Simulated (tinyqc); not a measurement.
Coupled-perturbed Hartree-Fock on RHF in the sto-3g basis, for H2O, spin multiplicity 1, step by step. One step of it, computed by the program tinyqc.

Problem. Coupled step 1. U_ai = -(mu_ai + sum_bj [4 (ai|bj) - (ab|ij) - (aj|bi)] U_bj) / (e_a - e_i); alpha = -4 sum U_ai mu_ai.

uncoupled U, order a6, a7:
```
[[0.000380, 0.004936, -0.965817, -0.209716, 0.000000],
 [-0.002590, 0.034415, -0.153347, 0.813169, 0.000000]]
```

dipole integrals <a|y|i> (bohr), order a6, a7:
```
[[-0.007873, -0.008072, 0.936821, 0.181927, 0.000000],
 [0.053935, -0.060195, 0.166174, -0.797853, 0.000000]]
```

orbital energies (hartree): [-20.268293, -1.196027, -0.530596, -0.428112, -0.387307, 0.439382, 0.553053]

Two-electron integrals over orbitals (pq|rs), unique and non-zero (hartree):
```
(11|11) 4.747168    (21|11) -0.432007   (21|21) 0.062079    (22|11) 1.025287
(22|21) -0.015755   (22|22) 0.725098    (31|11) -0.015018   (31|21) 0.001934
(31|22) -0.001344   (31|31) 0.010584    (32|11) 0.010917    (32|21) -0.000821
(32|22) -0.001683   (32|31) 0.016574    (32|32) 0.127389    (33|11) 0.753759
(33|21) -0.004797   (33|22) 0.608393    (33|31) 0.000314    (33|32) -0.000281
(33|33) 0.584688    (41|11) 0.158298    (41|21) -0.021154   (41|22) 0.011565
(41|31) -0.001080   (41|32) -0.000172   (41|33) 0.005234    (41|41) 0.023321
(42|11) -0.147653   (42|21) 0.007699    (42|22) -0.029263   (42|31) -0.000108
(42|32) -0.002241   (42|33) 0.003208    (42|41) 0.018533    (42|42) 0.129745
(43|11) -0.016091   (43|21) 0.000514    (43|22) -0.007260   (43|31) -0.002299
(43|32) 0.028697    (43|33) -0.005506   (43|41) 0.000845    (43|42) 0.008058
(43|43) 0.057720    (44|11) 0.921118    (44|21) -0.010828   (44|22) 0.657005
(44|31) 0.000081    (44|32) 0.009014    (44|33) 0.558453    (44|41) -0.008268
(44|42) -0.090131   (44|43) -0.004594   (44|44) 0.687325    (51|51) 0.025951
(52|51) 0.033414    (52|52) 0.151889    (53|51) 0.001099    (53|52) 0.004003
(53|53) 0.026024    (54|51) -0.011389   (54|52) -0.042628   (54|53) -0.002008
(54|54) 0.046508    (55|11) 1.115361    (55|21) -0.012247   (55|22) 0.756931
(55|31) -0.000422   (55|32) 0.005677    (55|33) 0.595580    (55|41) 0.004460
(55|42) -0.080332   (55|43) -0.009262   (55|44) 0.682457    (55|55) 0.880159
(61|11) 0.186566    (61|21) -0.028397   (61|22) 0.002475    (61|31) -0.002240
(61|32) -0.001873   (61|33) -0.000643   (61|41) -0.003790   (61|42) -0.020590
(61|43) -0.000684   (61|44) 0.014653    (61|55) 0.005112    (61|61) 0.024545
(62|11) -0.252498   (62|21) 0.005933    (62|22) -0.125514   (62|31) -0.001168
(62|32) -0.008742   (62|33) -0.062890   (62|41) -0.018188   (62|42) -0.035662
(62|43) 0.003449    (62|44) -0.057647   (62|55) -0.134672   (62|61) 0.010714
(62|62) 0.092226    (63|11) -0.045776   (63|21) 0.000908    (63|22) -0.023291
(63|31) -0.002454   (63|32) 0.035449    (63|33) -0.015496   (63|41) -0.000359
(63|42) 0.009240    (63|43) 0.040045    (63|44) -0.010978   (63|55) -0.026141
(63|61) -0.000054   (63|62) 0.011263    (63|63) 0.076805    (64|11) -0.279519
(64|21) 0.003777    (64|22) -0.134915   (64|31) 0.001102    (64|32) 0.008364
(64|33) -0.050183   (64|41) -0.001044   (64|42) 0.050570    (64|43) 0.011304
(64|44) -0.131780   (64|55) -0.156176   (64|61) -0.002141   (64|62) 0.058063
(64|63) 0.024077    (64|64) 0.105176    (65|51) -0.012396   (65|52) -0.048872
(65|53) -0.003918   (65|54) -0.007145   (65|65) 0.033259    (66|11) 0.773537
(66|21) -0.007497   (66|22) 0.586455    (66|31) 0.001072    (66|32) 0.021205
(66|33) 0.541573    (66|41) 0.016767    (66|42) 0.045019    (66|43) 0.017934
(66|44) 0.542939    (66|55) 0.573400    (66|61) -0.008691   (66|62) -0.087887
(66|63) 0.012621    (66|64) -0.050730   (66|66) 0.582173    (71|11) 0.032716
(71|21) -0.005138   (71|22) -0.000075   (71|31) 0.013944    (71|32) 0.021338
(71|33) 0.000865    (71|41) 0.000381    (71|42) -0.002074   (71|43) -0.003221
(71|44) 0.001985    (71|55) 0.000870    (71|61) 0.001212    (71|62) -0.001432
(71|63) -0.002897   (71|64) 0.001034    (71|66) 0.001612    (71|71) 0.019395
(72|11) -0.046393   (72|21) 0.000967    (72|22) -0.023208   (72|31) 0.014946
(72|32) 0.056480    (72|33) -0.006276   (72|41) -0.001943   (72|42) -0.000052
(72|43) -0.028222   (72|44) -0.014543   (72|55) -0.024248   (72|61) -0.001459
(72|62) 0.004475    (72|63) -0.026586   (72|64) 0.011582    (72|66) -0.014480
(72|71) 0.019126    (72|72) 0.070529    (73|11) 0.369418    (73|21) -0.006861
(73|22) 0.168396    (73|31) 0.000137    (73|32) 0.014989    (73|33) 0.087419
(73|41) -0.000201   (73|42) -0.075323   (73|43) 0.000543    (73|44) 0.139126
(73|55) 0.203641    (73|61) 0.005265    (73|62) -0.064367   (73|63) -0.006781
(73|64) -0.102249   (73|66) 0.049661    (73|71) 0.001223    (73|72) -0.014926
(73|73) 0.160734    (74|11) -0.018855   (74|21) 0.000243    (74|22) -0.006834
(74|31) -0.007741   (74|32) -0.069577   (74|33) -0.002491   (74|41) -0.000680
(74|42) -0.000487   (74|43) -0.015519   (74|44) -0.012396   (74|55) -0.009986
(74|61) 0.001656    (74|62) 0.008707    (74|63) -0.053848   (74|64) -0.004702
(74|66) -0.021947   (74|71) -0.010400   (74|72) -0.016041   (74|73) -0.017693
(74|74) 0.069378    (75|51) -0.002156   (75|52) -0.008588   (75|53) 0.023532
(75|54) 0.000587    (75|65) 0.001387    (75|75) 0.025519    (76|11) -0.005173
(76|21) 0.000194    (76|22) 0.001751    (76|31) -0.007027   (76|32) -0.079921
(76|33) 0.000210    (76|41) 0.001789    (76|42) 0.006726    (76|43) -0.061880
(76|44) -0.010516   (76|55) -0.002777   (76|61) -0.000475   (76|62) -0.003749
(76|63) -0.062714   (76|64) -0.012776   (76|66) -0.025445   (76|71) -0.009350
(76|72) 0.002421    (76|73) -0.018892   (76|74) 0.056375    (76|76) 0.104292
(77|11) 0.832953    (77|21) -0.008832   (77|22) 0.606376    (77|31) -0.002744
(77|32) -0.024694   (77|33) 0.576398    (77|41) 0.003778    (77|42) -0.018902
(77|43) -0.020510   (77|44) 0.570063    (77|55) 0.605861    (77|61) 0.003584
(77|62) -0.058784   (77|63) -0.032632   (77|64) -0.057997   (77|66) 0.536543
(77|71) -0.002591   (77|72) -0.010639   (77|73) 0.091642    (77|74) 0.015829
(77|76) 0.026138    (77|77) 0.599226
```

Give: U after step 1; polarisability.

Solution.

U after step 1, order a6, a7:
```
[[0.0002, 0.0072, -1.2256, -0.2547, 0.0000],
 [-0.0018, 0.0787, -0.2160, 1.0577, 0.0000]]
```

polarisability = 8.3166 bohr^3
